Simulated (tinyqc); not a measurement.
The basis set: RHF and MP2 along a ladder of basis sets, for BH3, spin multiplicity 1. Computed by the program tinyqc with PySCF. 

Geometry (angstrom):

| atom | x | y | z |
|---|---|---|---|
| B | 0.0000 | 0.0000 | 0.0280 |
| H | 1.1190 | 0.0000 | 0.0000 |
| H | -0.5600 | 0.9690 | 0.0000 |
| H | -0.5600 | -0.9690 | 0.0000 |

Same geometry throughout; the dipole is taken about the origin.

RHF and frozen-core MP2 in a ladder of bases:

| basis | functions | E(RHF) (hartree) | E(MP2 corr) (hartree) | HOMO (eV) | LUMO (eV) | dipole (debye) |
|---|---|---|---|---|---|---|
| sto-3g | 8 | -26.06704 | -0.03256 | -13.146 | 6.382 | 0.090 |
| 3-21g | 15 | -26.22942 | -0.05334 | -13.908 | 2.205 | 0.085 |
| 6-31g | 15 | -26.36938 | -0.05289 | -13.812 | 2.442 | 0.082 |
| 6-31g** | 29 | -26.38479 | -0.09322 | -13.824 | 2.519 | 0.081 |
| cc-pvdz | 29 | -26.38045 | -0.09098 | -13.827 | 1.990 | 0.075 |
| aug-cc-pvdz | 50 | -26.38150 | -0.09450 | -13.854 | 0.916 | 0.071 |
| cc-pvtz | 72 | -26.39261 | -0.11366 | -13.901 | 1.706 | 0.073 |

From cc-pVDZ to cc-pVTZ the RHF energy falls by 12.2 mhartree and the correlation energy by 22.7. If valence correlation converges as X^-3, (27 E(T) - 8 E(D))/19 gives -0.1232 hartree, a rough estimate from such small X that usually falls short; STO-3G holds about 26 % of it. Beyond STO-3G the LUMO moves by 1.6 eV and the HOMO by 0.1 eV.
